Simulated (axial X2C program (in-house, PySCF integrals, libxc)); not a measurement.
# NC⁻: bond curves with and without spin–orbit coupling

Aim: find the lowest determinant of NC⁻, scan the bond at several levels and fit the constants, once spin-free and once with spin–orbit coupling.

The runs use an in-house X2C program for linear molecules on PySCF integrals; all-electron X2C, N dyall-av3z, C dyall-av3z.

All values are calculated.

### Step 1. Set-up

task.json reads:

```json
{
 "zs": [
  7,
  6
 ],
 "q": -1,
 "bas": [
  "dyall-av3z",
  "dyall-av3z"
 ],
 "levels": [
  "PBE0",
  "HF",
  "B3LYP"
 ],
 "cc": true,
 "r0": 1.27,
 "thr": -2.0,
 "nmax": 90,
 "npts": 10,
 "nst": 2,
 "ntry": 6
}
```

Keys: zs atomic numbers; q charge; bas basis sets; levels methods (HF also brings MP2); cc coupled cluster on or off; r0 starting distance in Å; thr threshold in hartree for freezing inner shells (an s shell follows its p shell); nmax most natural virtual spinors; npts points asked for on the curve; nst determinants followed; ntry starts of the search.

Started as:

```console
python so2c.py task.json out
```

Spin-free means the one-electron spin-free X2C Hamiltonian; two-component (2c) means X2C with spin–orbit coupling and atomic mean-field two-electron Coulomb and Gaunt terms. Basis: N dyall-av3z contracted to [7s7p3d2f], C dyall-av3z contracted to [8s7p3d2f]; Gaussian nuclei, density fitting. Masses: N 14.003 u, C 12.000 u.

Notation: σ, π±, δ± give the projection m of an orbital's angular momentum (0, ±1, ±2), α and β its spin, Λ and M_S the sums; ω is the projection of a spinor's total angular momentum and Ω the sum. Logs are in hartree.

Further steps of the session: PBE0, spin-free; HF, spin-free; B3LYP, spin-free; MP2 and beyond, spin-free; PBE0, 2c; HF, 2c; B3LYP, 2c; MP2 and beyond, 2c.

What does the calculation give? Wanted: for each run, Hamiltonian; Re; ωe; De; μ.

As calculated:

Lowest determinant that the search found at its distance, spin-free: M_S = 0, Λ = 0 (closed shell).

Lowest determinant that the search found at its distance, 2c: Ω = 0 (closed shell).

```tsv
Hamiltonian	level	Re (Å)	ωe (cm⁻¹)	De (eV)	μ (D)
spin-free	PBE0	1.171	2148	10.20	-0.64
spin-free	HF	1.152	2318	6.36	-0.46
spin-free	MP2	1.190	1978	10.57	n/a
spin-free	CCSD	1.178	2111	9.77	n/a
spin-free	CCSD(T)	1.185	2047	10.10	n/a
spin-free	B3LYP	1.171	2128	10.42	-0.62
2c	PBE0	1.171	2148	10.21	-0.64
2c	HF	1.152	2318	6.36	-0.46
2c	MP2	1.190	1979	10.57	n/a
2c	CCSD	1.178	2111	9.77	n/a
2c	CCSD(T)	1.185	2047	10.10	n/a
2c	B3LYP	1.171	2128	10.42	-0.62
```

Dipoles are positive if C is the positive end and refer to the centre of mass.

At CCSD(T), going from spin-free to two-component changes Re by 0 mÅ, ωe by 0.0 %; the spin-free picture holds up (part of it comes from the scalar share of the two-electron terms). De moves by 0.00 eV; both De rest on single-determinant atoms, which can miss part of an open shell's spin–orbit lowering.

De refers to N + C-, each in the lowest determinant found, which need not be this curve's own limit. The state is a single determinant with fixed occupations, the lowest that a limited PBE0 search found. Closed shells are restricted here (equal orbitals for both partners), which fails at long range if the bond breaks into open shells. De is counted from the lowest determinant-based energies of the atoms at the same level, without counterpoise correction. CCSD and (T) use frozen natural virtuals with an MP2 correction for the truncation.
